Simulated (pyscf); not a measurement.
This saddle point was located with ωB97X-D3(BJ)/def2-SVP in PySCF.

```xyz
9

Si    -1.9841    -0.8786    -0.0757
H     -0.3916     0.2405     0.5644
H     -0.7551    -1.6580    -0.2784
H     -2.3977     0.5302    -0.0177
H     -3.1565    -1.7838     0.1355
C      0.0686     0.7063    -0.4424
C      1.0415     1.4580    -0.6158
H     -0.6987     0.2238    -1.2301
H      1.8852     2.1097    -0.7656
```
Charge 0, spin multiplicity 1.

Surface: singlet, charge 0. Lowest wavenumbers (cm⁻¹): 917i, 151, 259, 295, 453.

Task: Which two sides does it connect, and which bonds change?

Result: SiH₄ (SMILES [SiH4]) + HC≡CH (SMILES C#C) ⇌ SiH₄ (SMILES [SiH4]) + HC≡CH (SMILES C#C), a four-centre exchange read from left to right: H–Si, C–H broken and H–Si, C–H formed. At CCSD(T)/def2-TZVPP + ΔMP2(QZVPP) it lies +3.45 eV from the left side and +3.45 eV from the right (each side as separated species at their lowest minima found). The same reactants have a lower exit, to H₂C=CH–SiH₃ (barrier +2.19 eV at ωB97M-D3(BJ), against +3.73 eV here). One saddle was located; it need not be the lowest between these sides. A restricted solution here is unstable towards spin polarisation, so biradical character is likely and single-reference numbers are less safe. The CCSD(T) − MP2 part came from Ansatz, without density fitting, on the same reference.
